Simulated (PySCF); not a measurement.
```xyz
4
charge 0 multiplicity 1, angstrom
P     0.7721    0.7721    0.7721
P     0.7721   -0.7721   -0.7721
P    -0.7721    0.7721   -0.7721
P    -0.7721   -0.7721    0.7721
```

Method: PySCF, PBE0, basis P def2-TZVP (no relativity, density fitting).

This geometry of P₄ is a stationary point at this level.

Q: What is the point group?

A: Td.

Q: Is it a minimum?

A: Yes: all harmonic wavenumbers are real.

Q: List the harmonic modes with their infrared intensities.

A: 
```csv
symmetry,ω (cm⁻¹),"IR (km/mol, summed over degenerate members)"
e,392,0.0
t2,490,0.7
a1,640,0.0
```

Q: Give the atomic charges and bond orders.

A: 
```json
{"atom": "P1", "Mulliken": "0.00", "Löwdin": "0.00", "polar tensor": "0.00", "Mayer order to P1": "–"}
{"atom": "P2,3,4", "Mulliken": "0.00", "Löwdin": "0.00", "polar tensor": "0.00", "Mayer order to P1": "1.06"}
```
Other Mayer orders above 0.3: P–P 1.06 (×3).

In Td the vibrations span e + t2 + a1. The a1, e modes carry no infrared intensity, as symmetry demands.

Other isomers or separated fragments may lie lower.
